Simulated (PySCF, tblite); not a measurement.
# C₄H₃FO: geometry, infrared bands, NMR shifts and spin-spin couplings

Aim: predict the infrared bands, NMR shifts and spin-spin couplings of C₄H₃FO (`CC#CC(=O)F`).

Programs: tblite 0.8.0 and PySCF 2.14.0, with density-fitted response routines of our own. Each step states its level of theory. These are calculated values for one molecule in the gas phase, unless marked as measured. Atoms count from 0, in the outputs and in this text.

### 1 The molecule as given

9 atoms, charge 0, multiplicity 1; geometry from: force field or distance geometry start.

Bonds of the start (Å): C0–C1 1.45, C1–C2 1.22, C2–C3 1.43, C3–O4 1.21, C3–F5 1.34, C0–H6 1.09, C0–H7 1.09, C0–H8 1.09.

### 2 Geometry optimisation with GFN2-xTB

The job: settings as JSON, then the geometry in Å.

```
{"job": {"kind": "relax", "xc": "GFN2-xTB", "basis": "xTB"}, "charge": 0, "multiplicity": 1}
C     -1.746700     0.503700     0.274000
C     -0.363000     0.118400     0.081600
C      0.800600    -0.207500    -0.057000
C      2.166000    -0.577800    -0.250200
O      3.056200     0.216300    -0.463200
F      2.469500    -1.884500    -0.156000
H     -2.204900    -0.033900     1.107200
H     -2.334800     0.297100    -0.619900
H     -1.829200     1.574300     0.485600
```

The run is started by

```console
> OMP_NUM_THREADS=1 python probes_run.py task.json out
```

This one command runs all jobs of the session in turn.

**Question.** This job is followed by: GFN2-xTB harmonic vibrations, gas phase; GIAO PBE0/pcSseg-1 NMR shielding, non-relativistic, gas phase; B3LYP/pcJ-1 indirect spin-spin coupling, non-relativistic, gas phase. Predict these results of the whole session: strongest single infrared mode (GFN2-xTB); zero-point energy (GFN2-xTB); ¹³C shifts against TMS (PBE0/pcSseg-1); ¹H shifts against TMS (PBE0/pcSseg-1, means over atoms taken as alike); ¹⁷O shifts against H2O (PBE0/pcSseg-1); ¹⁹F shifts against CFCl3 (PBE0/pcSseg-1); largest coupling of the table (B3LYP/pcJ-1).

As calculated:

```
                                                              quantity                        value
                             strongest single infrared mode (GFN2-xTB)        1840 cm⁻¹, 545 km/mol
                                          zero-point energy (GFN2-xTB)                35.6 kcal/mol
                                ¹³C shifts against TMS (PBE0/pcSseg-1)  150.7, 100.3, 74.2, 4.8 ppm
¹H shifts against TMS (PBE0/pcSseg-1, means over atoms taken as alike)                     2.28 ppm
                                ¹⁷O shifts against H2O (PBE0/pcSseg-1)                    463.7 ppm
                              ¹⁹F shifts against CFCl3 (PBE0/pcSseg-1)                     68.6 ppm
                           largest coupling of the table (B3LYP/pcJ-1)     ¹J(C,F) C3–F5, -379.1 Hz
```

**Reading.** The optimisation took 29 steps and gained 0.092 eV; among the close pairs (by a distance rule), C3–O4 changed most, from 1.212 to 1.182 Å. No mode is imaginary among the 21: a minimum at this level. The strongest single mode, at 1840 cm⁻¹, moves mainly C3 and O4. Unscaled tight-binding wavenumbers are off by several per cent, some by more. Its intensities can rank the bands wrongly. At PBE0/pcSseg-1: The largest span, 659 ppm, is at O4, where the paramagnetic term is -530 ppm. Of the pairs tabulated at B3LYP/pcJ-1, C3–F5 couples most strongly (-379.1 Hz; Fermi contact -342.2 Hz).
